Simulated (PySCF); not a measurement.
Below is a simulated gas-phase S 2p photoelectron spectrum of sulfate ion, `O=S(=O)([O-])[O-]`.

Every computed line was given a Gaussian of 0.6 eV full width at half maximum and an area set by the number of equivalent atoms (split 2:1 within a doublet); the highest printed point is 100. Method used: PySCF, delta-SCF UKS SCAN, pcX-2 on the ionised atom, pcseg-1 elsewhere, spin-free X2C.

(binding energy (eV), intensity): (161.5, 0), (161.6, 1), (161.7, 3), (161.8, 8), (161.9, 19), (162.0, 36), (162.1, 58), (162.2, 81), (162.3, 97), (162.4, 100), (162.5, 88), (162.6, 66), (162.7, 43), (162.8, 24), (162.9, 12), (163.0, 8), (163.1, 9), (163.2, 15), (163.3, 26), (163.4, 37), (163.5, 47), (163.6, 50), (163.7, 46), (163.8, 37), (163.9, 25), (164.0, 14), (164.1, 7), (164.2, 3), (164.3, 1), (164.4, 0)

Q: Count the maxima, the lines and the sites behind this envelope.

A: The curve has 2 maxima (at 162.4 and 163.6 eV). Under it lie 2 lines from 1 inequivalent sulfur site, drawn as a 2p3/2, 2p1/2 pair.

Q: Decompose the envelope and assign each component. Numbering: `[O:1]=[S:2](=[O:3])([O-:4])[O-:5]`.

A: 
```
position (eV)  relative area     line  atoms      environment
       162.37           0.67  S 2p3/2     S2  sulfonyl sulfur
       163.60           0.33  S 2p1/2     S2  sulfonyl sulfur
```

Q: What are the centre and the root-mean-square width of the whole band?

A: The area-weighted mean of the lines is 162.78 eV. Their own spread about it is 0.58 eV (rms) and each Gaussian has σ = 0.6/2.355 = 0.25 eV; the variances add, which gives 0.63 eV.

Shake-up satellites, vibrational structure and lifetime widths aren't simulated. 2p3/2 and 2p1/2 are the ΔSCF energy of one spin-free 2p hole plus the eigenvalues of a spin–orbit and ligand-field matrix of the shell. 2p1/2 minus 2p3/2 (ligand field included): S 1.23 eV. The species carries charge -2, so core ionisation leaves charge -1. The basis sets have no added diffuse functions. Isolated species at its PBE0-D3(BJ)/def2-SVP geometry, gas phase. Whether so highly charged an anion holds all its electrons in the gas phase wasn't checked; a finite basis holds them in any case. The ion is multiply charged and computed without counter-ions or solvent.
